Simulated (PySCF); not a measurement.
Compound: P₂H₃ (charge -1).
Atom-mapped SMILES: `[PH-:1][PH2:2]` (hydrogens: H3 on P1; H4, H5 on P2)

Level of theory: PBE0-D3(BJ)/def2-SVP geometry optimisation, gas phase in PySCF 2.14.0.

(1) Give the optimised bond lengths and angles.

Answers

(1) 
| bond | length (Å) |
| --- | --- |
| P1–P2 | 2.171 |
| P1–H3 | 1.442 |
| P2–H4, P2–H5 | 1.452 |

Bonds in one row agree within 0.01 Å and their mean is given. A selection of angles:
| angle | degrees |
| --- | --- |
| P2–P1–H3 | 90.6 |
| P1–P2–H4 | 105.4 |
| H4–P2–H5 | 89.2 |

P2 (three-coordinate phosphorus) is pyramidal (angles 105.4°, 105.4° and 89.2°, sum 299.9°, 0.76 Å off the plane of its three neighbours). P1 (phosphorus bonded to P and H) is bent (angle 90.6°).

Point group: Cs (every atom within 0.08 Å of its image). No PBE0-D3(BJ)/def2-SVP frequencies stand behind this structure, so it isn't proved a minimum. The geometry's basis has no diffuse functions, a weakness for an anion. Torsions: H–P1–P2–H -133° and 134°.

One conformer stands for the species.
